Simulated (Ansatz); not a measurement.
# A relaxation, step by step

SiNH4Cl, closed shell, PBE0-D4/def2-TZVP (Ansatz 0.2.0). Settings:

```yaml
hamiltonian: {xc: pbe0, dispersion: d4}
relax: {f_tol: 0.005, max_steps: 200}
```

Start, a step off a saddle point along its unstable mode:

```
7
angstrom
Si -0.4120 -0.1880 0.2023
H 0.3745 0.5505 1.2883
N 0.7612 0.2504 -0.8869
H 0.8989 0.7897 0.2006
H -1.7632 0.4074 0.2696
Cl -0.6509 -2.1077 0.8354
H 0.7914 0.2979 -1.9095
```

| step | energy less the last (meV) | largest force component (eV/Å) |
| --- | --- | --- |
| 1 | 2668.1 | 3.546 |
| 2 | 1749.9 | 4.215 |
| 3 | 838.4 | 1.993 |
| 4 | 403.2 | 1.926 |
| 5 | 253.7 | 1.923 |
| 6 | 172.4 | 0.696 |
| 7 | 68.1 | 0.428 |
| 8 | 47.0 | 0.600 |
| 9 | 5.7 | 0.146 |
| 10 | 0.4 | 0.037 |
| 11 | 0.0 | 0.011 |
| 12 | 0.0 | 0.003 |

Step 2, positions (Å) and forces (eV/Å):

| atom | x | y | z | Fx | Fy | Fz |
| --- | --- | --- | --- | --- | --- | --- |
| Si1 | -0.402 | -0.170 | 0.262 | -1.106 | -0.517 | 1.229 |
| H2 | 0.339 | 0.536 | 1.406 | -0.551 | -0.416 | 0.028 |
| N3 | 0.750 | 0.226 | -0.872 | 0.126 | 0.587 | 2.935 |
| H4 | 1.012 | 0.858 | 0.057 | 1.106 | -0.298 | -4.215 |
| H5 | -1.784 | 0.381 | 0.219 | 0.051 | -0.055 | -0.227 |
| Cl6 | -0.672 | -2.131 | 0.807 | 0.026 | -0.074 | -0.158 |
| H7 | 0.757 | 0.300 | -1.878 | 0.347 | 0.772 | 0.408 |

Step 7, positions (Å) and forces (eV/Å):

```tsv
atom	x	y	z	Fx	Fy	Fz
Si1	-0.422	-0.117	0.435	-0.276	0.091	0.310
H2	0.027	0.487	1.727	-0.008	-0.182	-0.227
N3	0.725	0.293	-0.742	0.260	0.332	0.428
H4	1.512	0.876	-0.491	-0.117	-0.195	-0.087
H5	-1.804	0.351	0.113	0.201	-0.145	-0.032
Cl6	-0.594	-2.166	0.681	0.010	0.162	0.002
H7	0.556	0.276	-1.724	-0.070	-0.064	-0.395
```

Step 11, positions (Å) and forces (eV/Å):

```json
{"atom": "Si1", "x": "-0.438", "y": "-0.070", "z": "0.451", "Fx": "-0.011", "Fy": "0.001", "Fz": "0.005"}
{"atom": "H2", "x": "-0.056", "y": "0.496", "z": "1.762", "Fx": "0.002", "Fy": "0.000", "Fz": "0.004"}
{"atom": "N3", "x": "0.650", "y": "0.510", "z": "-0.720", "Fx": "0.007", "Fy": "0.000", "Fz": "-0.001"}
{"atom": "H4", "x": "1.641", "y": "0.521", "z": "-0.534", "Fx": "0.001", "Fy": "-0.001", "Fz": "-0.005"}
{"atom": "H5", "x": "-1.809", "y": "0.292", "z": "0.034", "Fx": "-0.005", "Fy": "0.002", "Fz": "-0.002"}
{"atom": "Cl6", "x": "-0.454", "y": "-2.125", "z": "0.707", "Fx": "0.005", "Fy": "0.000", "Fz": "-0.002"}
{"atom": "H7", "x": "0.465", "y": "0.376", "z": "-1.701", "Fx": "0.001", "Fy": "-0.001", "Fz": "0.001"}
```

Last step (12):

```json
{"atom": "Si1", "x (Å)": "-0.4381", "y (Å)": "-0.0692", "z (Å)": "0.4514"}
{"atom": "H2", "x (Å)": "-0.0575", "y (Å)": "0.4965", "z (Å)": "1.7627"}
{"atom": "N3", "x (Å)": "0.6509", "y (Å)": "0.5106", "z (Å)": "-0.7192"}
{"atom": "H4", "x (Å)": "1.6413", "y (Å)": "0.5173", "z (Å)": "-0.5351"}
{"atom": "H5", "x (Å)": "-1.8089", "y (Å)": "0.2922", "z (Å)": "0.0331"}
{"atom": "Cl6", "x (Å)": "-0.4515", "y (Å)": "-2.1250", "z (Å)": "0.7072"}
{"atom": "H7", "x (Å)": "0.4637", "y (Å)": "0.3777", "z (Å)": "-1.7001"}
```

Hardware: 2 CPU threads of an Arm Neoverse V2, shared host. Wall time about 22 s.
